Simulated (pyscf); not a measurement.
`[NH]=[Si]` [singlet] + `[SiH4]` → `[NH2][Si][SiH3]` [singlet] (addition across a multiple bond or ene-type step; singlet surface; H–Si broken, H–N, Si–Si formed). Optimised with ωB97X-D3(BJ)/def2-SVP in PySCF. Correlated levels are frozen-core, on RHF or UHF. ΔMP2 is the change of the MP2 total energy from the triple- to the quadruple-zeta basis. Energies in eV from the separated reactants.

| level | barrier | reaction energy |
|---|---|---|
| PBE/def2-TZVP | 1.57 | -0.77 |
| r²SCAN/def2-TZVP | 1.75 | -0.73 |
| M06-2X/def2-TZVP | 1.97 | -0.67 |
| MP2/def2-QZVPP | 2.06 | -0.48 |
| CCSD/def2-TZVPP | 2.22 | -0.60 |
| CCSD(T)/def2-TZVPP | 2.11 | -0.57 |
| CCSD(T)/def2-TZVPP + ΔMP2(QZVPP) | 2.06 | -0.60 |

At the saddle there is also a short H–Si contact that neither side keeps. The same reactants have a lower exit, to :HSi–NH–SiH₃ [singlet] (barrier +0.67 eV at ωB97M-D3(BJ), against +2.02 eV here). H₂N–Si:–SiH₃ [singlet] lies 0.51 eV over its isomer :HSi–NH–SiH₃ [singlet], and others may lie lower still (electronic energy, ωB97M-D3(BJ)). One saddle was located; it need not be the lowest between these sides. The CCSD(T) − MP2 part came from Ansatz, without density fitting, on the same reference.
